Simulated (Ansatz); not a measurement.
**C3H8 + F: molecular dynamics**

Purpose: to follow the two partners and see whether they stay together, part or react. The start is relaxed first. Runs: 300 steps of 0.5 fs under a Nosé-Hoover thermostat at 500 K. SMILES of the start: [F-].CCC.

Program: Ansatz 0.2.0. Level of theory: RHF/def2-SVP. These are calculated values, not measurements.

## Step 1: The structure to begin with

Bond lengths: C2–C3 1.524 Å, C3–C4 1.522 Å, C2–H5 1.090 Å, C2–H6 1.091 Å, C2–H7 1.090 Å, C3–H8 1.093 Å, C3–H9 1.101 Å, C4–H10 1.090 Å, C4–H11 1.098 Å, C4–H12 1.090 Å. Angles (14 of 18 angles, heavy atoms first): C2–C3–C4 109.4°, C2–C3–H8 108.7°, C2–C3–H9 111.0°, C4–C3–H8 108.7°, C4–C3–H9 111.3°, C3–C2–H5 110.8°, C3–C2–H6 107.4°, C3–C2–H7 111.8°, C3–C4–H10 111.6°, C3–C4–H11 107.5°, C3–C4–H12 110.8°, H8–C3–H9 107.6°, H5–C2–H6 108.5°, H5–C2–H7 108.6°.

As a file:

```xyz
12

F    -0.0137   -0.0134   -2.7164
C    -1.2585    0.0797    0.1722
C     0.1203    0.4258    0.7206
C     1.1743   -0.3999   -0.0041
H    -1.5588   -0.9206    0.4844
H    -1.1911    0.0976   -0.9170
H    -2.0158    0.7906    0.5043
H     0.3157    1.4855    0.5355
H     0.1640    0.2650    1.8091
H     2.1815   -0.0420    0.2087
H     0.9740   -0.3191   -1.0802
H     1.1083   -1.4494    0.2830
```

## Step 2: Preparing the start

input.yaml reads:

```yaml
crystal:
  periodic: [false, false, false]
  atoms:
    - { symbol: F, position_ang: [-0.0137, -0.0134, -2.7164] }
    - { symbol: C, position_ang: [-1.2585, 0.0797, 0.1722] }
    - { symbol: C, position_ang: [0.1203, 0.4258, 0.7206] }
    - { symbol: C, position_ang: [1.1743, -0.3999, -0.0041] }
    - { symbol: H, position_ang: [-1.5588, -0.9206, 0.4844] }
    - { symbol: H, position_ang: [-1.1911, 0.0976, -0.917] }
    - { symbol: H, position_ang: [-2.0158, 0.7906, 0.5043] }
    - { symbol: H, position_ang: [0.3157, 1.4855, 0.5355] }
    - { symbol: H, position_ang: [0.164, 0.265, 1.8091] }
    - { symbol: H, position_ang: [2.1815, -0.042, 0.2087] }
    - { symbol: H, position_ang: [0.974, -0.3191, -1.0802] }
    - { symbol: H, position_ang: [1.1083, -1.4494, 0.283] }
total_charge: -1
basis:
  gaussian: { orbitals: def2-SVP }
hamiltonian:
  xc: hf
relax:
  f_tol: 0.02
  max_steps: 40
scf:
  lower_state_search: "off"
```

On the command line:

```bash
$ ansatz run input.yaml --threads 1 --pin off --max-ram 2048MiB --backend cpu --events-out ev --progress --plain --runs-dir out
```

Standard output (excerpt; [...] marks lines left out):

```text
Warning: RAYON_NUM_THREADS=1 ignored (pool sized by the plan → 1); use --threads N
[...]
Functional definition: HF
[...]
1075 factors; integrals over basis functions are off by at most 4.8e-4 eV
[...]
mean field -5918.37432147 eV, -217.4962446958 hartree, gradient 1.1e-6 eV, S^2 0.000000; 0 other end points of the search recorded, 0 dependent functions left out
[...]
reference -5918.37432147 eV, -217.4962446958 hartree; 18, 18 occupied and 78, 78 virtual orbitals, 1075 factors
relax step   1: F+E_penalty+E_count = -5918.37432147 eV  Δ(F+E_penalty+E_count) = +0.000e0 eV  max|allowed force component| = 2.695e-1 eV/Å  Δτ_max = 0.0000 Å  (23 SCF iters, accepted)
[...]
relax step   5: F+E_penalty+E_count = -5918.41590568 eV  Δ(F+E_penalty+E_count) = -9.586e-4 eV  max|allowed force component| = 2.290e-2 eV/Å  Δτ_max = 0.0235 Å  (24 SCF iters, accepted)
[...]
relax step   6: F+E_penalty+E_count = -5918.41616070 eV  Δ(F+E_penalty+E_count) = -2.550e-4 eV  max|allowed force component| = 6.717e-3 eV/Å  Δτ_max = 0.0213 Å  (24 SCF iters, accepted)
Total energy: -5918.41616070 eV, -217.4977822593 hartree
Atom 0 at    -0.117517     0.137843    -2.585755 Å, force     0.000516     0.002265    -0.001197 eV/Å
Atom 1 at    -1.266365     0.060918     0.148496 Å, force    -0.000735     0.000221    -0.002955 eV/Å
Atom 2 at     0.122679     0.429674     0.665763 Å, force    -0.001641    -0.006717    -0.004469 eV/Å
Atom 3 at     1.202067    -0.429580     0.010347 Å, force     0.000597     0.000244    -0.003289 eV/Å
Atom 4 at    -1.543481    -0.953287     0.464362 Å, force     0.000215    -0.001456     0.002303 eV/Å
Atom 5 at    -1.215436     0.097856    -0.947626 Å, force     0.001090     0.000800     0.004362 eV/Å
Atom 6 at    -2.034098     0.744119     0.533916 Å, force    -0.001128     0.000749     0.000590 eV/Å
Atom 7 at     0.316214     1.476143     0.408460 Å, force     0.000764     0.004288    -0.002724 eV/Å
Atom 8 at     0.171733     0.367039     1.764039 Å, force    -0.000189    -0.000129     0.000405 eV/Å
Atom 9 at     2.208835    -0.099021     0.296464 Å, force     0.001543     0.000215     0.000743 eV/Å
Atom 10 at     1.051759    -0.352551    -1.074490 Å, force    -0.000573     0.000713     0.003962 eV/Å
Atom 11 at     1.103810    -1.479353     0.316123 Å, force    -0.000460    -0.001192     0.002270 eV/Å
Dipole moment:     0.073510    -0.036740     1.441196 e Å
Checks for a lower state left out: stability, starts, cluster_reference, orbital_swaps, neighbouring_geometries, increment
```

It took 16 s on 1 thread of Intel Xeon Platinum 8259CL at 2.50GHz (Skylake/Cascade Lake), shared host; peak memory 0.18 GiB.

The steps of the relaxation:

```csv
step,energy from step 1 (eV),largest force component (eV/Å)
1,0.0000,0.2695
2,-0.0344,0.1584
3,-0.0402,0.0703
4,-0.0406,0.0357
5,-0.0416,0.0229
6,-0.0418,0.0067
```

Step 1 is the start.

After: Bond lengths: C2–C3 1.527 Å, C3–C4 1.527 Å, C2–H5 1.098 Å, C2–H6 1.098 Å, C2–H7 1.098 Å, C3–H8 1.095 Å, C3–H9 1.101 Å, C4–H10 1.098 Å, C4–H11 1.098 Å, C4–H12 1.098 Å. Angles (14 of 18 angles, heavy atoms first): C2–C3–C4 111.2°, C2–C3–H8 108.2°, C2–C3–H9 111.4°, C4–C3–H8 108.2°, C4–C3–H9 111.4°, C3–C2–H5 110.8°, C3–C2–H6 106.7°, C3–C2–H7 111.5°, C3–C4–H10 111.5°, C3–C4–H11 106.7°, C3–C4–H12 110.8°, H8–C3–H9 106.3°, H5–C2–H6 109.3°, H5–C2–H7 107.3°.

## Step 3: Dynamics

300 steps of 0.5 fs under a Nosé-Hoover thermostat at 500 K, from the relaxed start.

input.yaml reads:

```yaml
crystal:
  periodic: [false, false, false]
  atoms:
    - { symbol: F, position_ang: [-0.117517, 0.137843, -2.585755] }
    - { symbol: C, position_ang: [-1.266365, 0.060918, 0.148496] }
    - { symbol: C, position_ang: [0.122679, 0.429674, 0.665763] }
    - { symbol: C, position_ang: [1.202067, -0.42958, 0.010347] }
    - { symbol: H, position_ang: [-1.543481, -0.953287, 0.464362] }
    - { symbol: H, position_ang: [-1.215436, 0.097856, -0.947626] }
    - { symbol: H, position_ang: [-2.034098, 0.744119, 0.533916] }
    - { symbol: H, position_ang: [0.316214, 1.476143, 0.40846] }
    - { symbol: H, position_ang: [0.171733, 0.367039, 1.764039] }
    - { symbol: H, position_ang: [2.208835, -0.099021, 0.296464] }
    - { symbol: H, position_ang: [1.051759, -0.352551, -1.07449] }
    - { symbol: H, position_ang: [1.10381, -1.479353, 0.316123] }
total_charge: -1
basis:
  gaussian: { orbitals: def2-SVP }
hamiltonian:
  xc: hf
md:
  timestep: 0.5
  n_steps: 300
  ensemble: nvt_nose_hoover
  temperature: 500.0
  initial_velocities: maxwell_boltzmann
  seed: 349794
  nose_hoover: { tau: 3.0, chain_length: 1 }
scf:
  lower_state_search: "off"
```

On the command line:

```bash
$ ansatz run input.yaml --threads 1 --pin off --max-ram 2048MiB --backend cpu --events-out ev --progress --plain --runs-dir out
```

Standard output (excerpt; [...] marks lines left out):

```text
Warning: RAYON_NUM_THREADS=1 ignored (pool sized by the plan → 1); use --threads N
[...]
[... 1 set-up line as earlier in the session ...]
[...]
1075 factors; integrals over basis functions are off by at most 4.7e-4 eV
[...]
mean field -5918.41617088 eV, -217.4977826332 hartree, gradient 1.1e-6 eV, S^2 0.000000; 0 other end points of the search recorded, 0 dependent functions left out
[...]
reference -5918.41617088 eV, -217.4977826332 hartree; 18, 18 occupied and 78, 78 virtual orbitals, 1075 factors
md step     0: t =     0.00 fs  T =   500.0 K  F+E_penalty+E_count = -5918.41617088 eV  E_kin = 0.646300 eV  conserved = -5917.76987088 eV  (23 SCF iters)
[...]
md step    20: t =    10.00 fs  T =  1543.7 K  F+E_penalty+E_count = -5917.99578190 eV  E_kin = 1.995345 eV  conserved = -5917.76582124 eV  (24 SCF iters)
[...]
md step    40: t =    20.00 fs  T =   499.3 K  F+E_penalty+E_count = -5918.19200363 eV  E_kin = 0.645370 eV  conserved = -5917.76610950 eV  (24 SCF iters)
[...]
md step    60: t =    30.00 fs  T =  1040.8 K  F+E_penalty+E_count = -5917.45406357 eV  E_kin = 1.345314 eV  conserved = -5917.76039832 eV  (24 SCF iters)
[...]
md step    79: t =    39.50 fs  T =   425.1 K  F+E_penalty+E_count = -5917.87061901 eV  E_kin = 0.549544 eV  conserved = -5917.75631248 eV  (24 SCF iters)
md step    80: t =    40.00 fs  T =   474.0 K  F+E_penalty+E_count = -5917.98867116 eV  E_kin = 0.612677 eV  conserved = -5917.75934043 eV  (24 SCF iters)
```

## Step 4: The log goes on: dynamics from the start

The log, continued (excerpt; [...] marks lines left out):

```text
md step    81: t =    40.50 fs  T =   521.0 K  F+E_penalty+E_count = -5918.10765232 eV  E_kin = 0.673436 eV  conserved = -5917.76191116 eV  (24 SCF iters)
[...]
md step   107: t =    53.50 fs  T =   510.3 K  F+E_penalty+E_count = -5917.11089572 eV  E_kin = 0.659579 eV  conserved = -5917.74983379 eV  (24 SCF iters)
[...]
md step   133: t =    66.50 fs  T =   301.6 K  F+E_penalty+E_count = -5918.00356119 eV  E_kin = 0.389836 eV  conserved = -5917.76101620 eV  (24 SCF iters)
[...]
md step   159: t =    79.50 fs  T =   567.0 K  F+E_penalty+E_count = -5917.27697147 eV  E_kin = 0.732877 eV  conserved = -5917.75364484 eV  (24 SCF iters)
[...]
md step   185: t =    92.50 fs  T =   387.1 K  F+E_penalty+E_count = -5918.07536995 eV  E_kin = 0.500323 eV  conserved = -5917.76276197 eV  (24 SCF iters)
md step   186: t =    93.00 fs  T =   356.7 K  F+E_penalty+E_count = -5918.03867395 eV  E_kin = 0.461124 eV  conserved = -5917.76176616 eV  (24 SCF iters)
```

## Step 5: The output, continued: dynamics from the start

Output, continued (excerpt; [...] marks lines left out):

```text
md step   187: t =    93.50 fs  T =   318.7 K  F+E_penalty+E_count = -5917.98457981 eV  E_kin = 0.411956 eV  conserved = -5917.76060835 eV  (24 SCF iters)
[...]
md step   208: t =   104.00 fs  T =   579.1 K  F+E_penalty+E_count = -5917.55669504 eV  E_kin = 0.748535 eV  conserved = -5917.75628595 eV  (24 SCF iters)
[...]
md step   229: t =   114.50 fs  T =   481.1 K  F+E_penalty+E_count = -5918.01181458 eV  E_kin = 0.621825 eV  conserved = -5917.75970260 eV  (24 SCF iters)
[...]
md step   250: t =   125.00 fs  T =   468.4 K  F+E_penalty+E_count = -5917.53973339 eV  E_kin = 0.605435 eV  conserved = -5917.75689618 eV  (24 SCF iters)
[...]
md step   298: t =   149.00 fs  T =   534.0 K  F+E_penalty+E_count = -5917.68124903 eV  E_kin = 0.690229 eV  conserved = -5917.75937196 eV  (25 SCF iters)
[...]
Atom 4 at    -1.825651    -0.983455     0.631764 Å, force     1.364859     1.353669     0.233182 eV/Å
Atom 5 at    -1.298368    -0.141561    -0.778377 Å, force     0.080327    -0.022964    -1.868017 eV/Å
Atom 6 at    -2.136958     0.734127     0.399718 Å, force    -0.345246     1.053112     0.570470 eV/Å
Atom 7 at     0.173111     1.428625     0.064371 Å, force     0.064156     0.114041    -0.224220 eV/Å
Atom 8 at     0.344927     0.756681     1.632707 Å, force    -0.321891    -0.650583    -0.061663 eV/Å
Atom 9 at     2.249415    -0.142802     0.018976 Å, force    -0.396446     0.098861     0.310009 eV/Å
Atom 10 at     0.856616    -0.503022    -1.200227 Å, force     0.873430     0.843100     1.679995 eV/Å
Atom 11 at     1.018094    -1.499039     0.273409 Å, force     0.743673     0.938928     0.226968 eV/Å
Dipole moment:    -0.064376     0.002534     1.262376 e Å
Checks for a lower state left out: stability, starts, cluster_reference, orbital_swaps, neighbouring_geometries, increment
```

Run time: 12 min. Hardware: 1 thread of Intel Xeon Platinum 8259CL at 2.50GHz (Skylake/Cascade Lake), shared host; peak memory 0.18 GiB.

## Step 6: Frames and traces

The trajectory, every 22 steps (energies from step 0):

```csv
time (fs),T (K),potential energy change (meV/atom),conserved energy change (meV/atom),closest contact of the partners (Å)
0.0,500,0.0,0.00,1.97
11.0,1237,41.7,0.63,1.96
22.0,428,35.9,0.60,2.03
33.0,302,112.3,1.47,2.06
44.0,209,35.3,0.89,1.86
55.0,364,124.3,1.86,1.85
66.0,236,39.1,0.81,1.84
77.0,555,91.8,1.26,1.92
88.0,607,32.8,0.71,2.02
99.0,760,52.3,0.82,1.99
110.0,377,36.4,0.73,1.96
121.0,387,65.5,1.00,1.93
132.0,396,81.5,1.28,1.84
143.0,357,54.8,1.04,1.72
150.0,507,60.7,0.87,1.70
```

time (fs), T (K) and a bar:
```
      0.0        500 ##############
      6.5        466 ############
     13.0        242 ###
     19.5        420 ##########
     26.0        606 ##################
     32.5        450 ############
     39.0        411 ##########
     45.5        256 ###
     52.0        884 ##############################
     58.5        757 #########################
     65.0        176 
     71.5        736 ########################
     78.5        767 #########################
     85.0        421 ##########
     91.5        390 #########
     98.0        652 ####################
    104.5        520 ###############
    111.0        288 #####
    117.5        630 ###################
    124.0        459 ############
    130.5        569 #################
    137.0        381 #########
    143.5        427 ###########
    150.0        507 ##############
```

Maxima of the velocity power spectrum (cm⁻¹, relative height; resolution about 440 cm⁻¹): 330 (34), 890 (62), 1610 (49), 3220 (100).

## Step 7: Snapshots as a file

Positions (Å) and forces (eV/Å):

```xyz
12
time_fs=19.0 T=334 dE=0.3951
F    -0.170    0.171   -2.616    0.088   -0.001    0.208
C    -1.263    0.029    0.160   -0.230    1.975   -1.177
C     0.132    0.455    0.577   -0.137   -0.341    0.334
C     1.253   -0.459    0.116    0.769   -0.967    3.141
H    -1.522   -0.926    0.486   -0.348   -2.104    0.818
H    -1.257    0.039   -0.945   -0.055    0.053    0.207
H    -2.052    0.712    0.563    0.598   -0.224   -0.284
H     0.281    1.427    0.136    0.296    0.566    0.004
H     0.207    0.539    1.659   -0.136    0.279    0.431
H     2.185   -0.359    0.779   -1.116    0.182   -1.042
H     1.456   -0.297   -0.876    0.509    0.575   -2.777
H     0.990   -1.520    0.193   -0.239    0.007    0.137
12
time_fs=37.5 T=639 dE=0.5274
F    -0.207    0.209   -2.609    0.152   -0.106    0.103
C    -1.236   -0.005    0.078   -0.072   -0.051    1.455
C     0.158    0.529    0.584   -0.618   -2.169   -0.090
C     1.260   -0.517    0.178   -0.074   -0.446    2.416
H    -1.445   -0.925    0.631    0.146   -0.344    0.209
H    -1.264   -0.269   -0.980    0.378    0.902   -0.233
H    -2.085    0.639    0.426    0.710    0.034   -0.733
H     0.419    1.444    0.074   -0.089    0.478    0.091
H     0.050    0.658    1.685    0.457    0.270   -0.553
H     2.295   -0.413    0.587   -0.689    0.780   -0.241
H     1.242   -0.455   -0.857    0.230   -0.001   -2.436
H     1.044   -1.576    0.445   -0.531    0.653    0.010
12
time_fs=56.0 T=574 dE=1.2514
F    -0.207    0.226   -2.584    0.280   -0.168    0.048
C    -1.157   -0.013    0.086   -2.753   -2.867    0.080
C     0.150    0.459    0.559    0.025    0.560    0.684
C     1.181   -0.488    0.188    1.599   -3.034   -2.221
H    -1.692   -1.037    0.424    1.752    2.087    0.392
H    -1.016   -0.215   -0.979   -0.494    1.059   -0.411
H    -1.828    0.778    0.345   -1.361    0.452   -0.505
H     0.342    1.331   -0.094   -0.210    0.123    0.915
H     0.217    0.647    1.660   -0.201    0.543   -0.716
H     2.129   -0.021    0.374    1.102    0.188   -0.410
H     1.023   -0.751   -1.010    0.599    0.632    3.441
H     1.207   -1.366    0.912   -0.339    0.425   -1.296
12
time_fs=75.0 T=338 dE=1.2809
F    -0.180    0.228   -2.549    0.187   -0.261    0.061
C    -1.312    0.029    0.087    2.808   -3.154    0.331
C     0.106    0.522    0.526    1.401   -1.425    0.002
C     1.324   -0.566    0.162   -4.526    0.012   -3.368
H    -1.422   -1.036    0.499   -0.297    1.469    0.273
H    -1.082   -0.227   -0.944   -1.105    1.139   -1.065
H    -2.182    0.623    0.331   -0.030    0.436   -0.129
H     0.396    1.499    0.084   -0.480   -0.702    0.170
H     0.151    0.571    1.614    0.024    0.640    0.352
H     2.267   -0.086    0.118    1.076    0.755   -0.185
H     1.018   -1.010   -0.977    1.135    1.501    3.478
H     1.383   -1.333    0.927   -0.193   -0.410    0.081
12
time_fs=94.0 T=285 dE=0.4869
F    -0.133    0.208   -2.506    0.030   -0.118   -0.008
C    -1.298    0.015    0.125    1.010    0.127   -0.877
C     0.130    0.423    0.467   -0.668    1.679   -0.180
C     1.241   -0.484    0.127   -0.219   -0.273   -3.948
H    -1.554   -0.968    0.479   -0.243   -0.656    0.695
H    -1.326   -0.034   -0.996   -0.277    0.701    0.851
H    -1.870    0.779    0.665   -0.879   -0.267   -0.690
H     0.289    1.347   -0.115   -0.037   -0.227    0.298
H     0.170    0.691    1.517    0.121    0.220    0.675
H     2.196    0.009    0.265    0.445    0.052    0.035
H     1.069   -0.723   -1.009    0.588    0.500    2.123
H     1.208   -1.359    0.703    0.130   -1.737    1.028
12
time_fs=112.5 T=340 dE=0.4506
F    -0.082    0.184   -2.467   -0.040   -0.068   -0.152
C    -1.310   -0.014    0.169    1.218    0.491   -1.051
C     0.115    0.526    0.513   -0.274   -0.624   -1.262
C     1.194   -0.502    0.002    0.457    0.506    3.109
H    -1.442   -0.994    0.581   -0.339   -0.742    0.877
H    -1.222   -0.195   -0.960   -0.547    1.051    1.271
H    -2.117    0.666    0.539    0.412   -0.486   -0.636
H     0.234    1.411   -0.121    0.131   -0.150    0.013
H     0.259    0.901    1.546   -0.093   -0.718   -0.050
H     2.200   -0.191    0.399   -0.669   -0.490   -0.413
H     1.177   -0.499   -1.036   -0.187    0.576   -2.273
H     1.016   -1.570    0.261   -0.070    0.653    0.567
12
time_fs=131.0 T=495 dE=0.9348
F    -0.032    0.165   -2.461   -0.170   -0.034   -0.337
C    -1.245   -0.010    0.204   -2.045   -2.449    0.093
C     0.110    0.510    0.479   -0.391    0.128    3.131
C     1.102   -0.434   -0.058    2.278   -3.044    1.703
H    -1.464   -0.933    0.844    0.413    1.187   -0.304
H    -1.387   -0.418   -0.811    0.394    1.193    0.078
H    -1.994    0.713    0.480   -0.727    0.405   -0.170
H     0.238    1.562    0.248    0.185   -0.007   -1.060
H     0.163    0.558    1.623    0.273   -0.165   -1.052
H     2.157   -0.173    0.325   -1.345   -0.821   -0.656
H     1.021   -0.473   -1.109    0.142    0.758   -1.649
H     0.801   -1.591    0.193    0.993    2.849    0.222
12
time_fs=150.0 T=507 dE=0.7288
F    -0.013    0.155   -2.511   -0.226   -0.057   -0.203
C    -1.367    0.009    0.258    0.914   -1.990    0.981
C     0.124    0.472    0.583   -0.608    0.335   -0.099
C     1.192   -0.435   -0.074   -2.143   -2.016   -1.546
H    -1.826   -0.984    0.632    1.365    1.354    0.233
H    -1.298   -0.142   -0.778    0.080   -0.023   -1.868
H    -2.137    0.734    0.400   -0.345    1.053    0.571
H     0.173    1.429    0.064    0.064    0.114   -0.224
H     0.345    0.757    1.633   -0.322   -0.651   -0.062
H     2.249   -0.143    0.019   -0.396    0.099    0.310
H     0.857   -0.503   -1.200    0.873    0.843    1.680
H     1.018   -1.499    0.273    0.744    0.939    0.227
```

## Step 8: Results

| quantity | value |
| --- | --- |
| relaxation of the start | 5 moves, 0.042 eV lower |
| length | 300 steps of 0.5 fs |
| temperature, first and last step | 500 and 507 K |
| temperature, second half | mean 502 K, from 265 to 767 K |
| potential energy, second half | +58 meV/atom from the start |
| largest change of the conserved energy | 2.04 meV/atom |
| bonds formed or broken | 0 |

In words: Against a set 500 K the second half averages 502 K with a spread of 126 K. A thermostat time of 3 fs is as short as the fastest vibrations or shorter, so the thermostat can drive swings of its own. The conserved energy strays from its start by at most 2.04 meV/atom, 3.8 % of the mean kinetic energy, fair for a step of 0.5 fs. The bonds all hold. The partners' closest contact goes from 1.97 to 1.70 Å: they stay in touch over this short run. 150 fs on 12 atoms is far too short and small for converged averages. The nuclei move classically, without zero-point motion, which matters most for hydrogen.
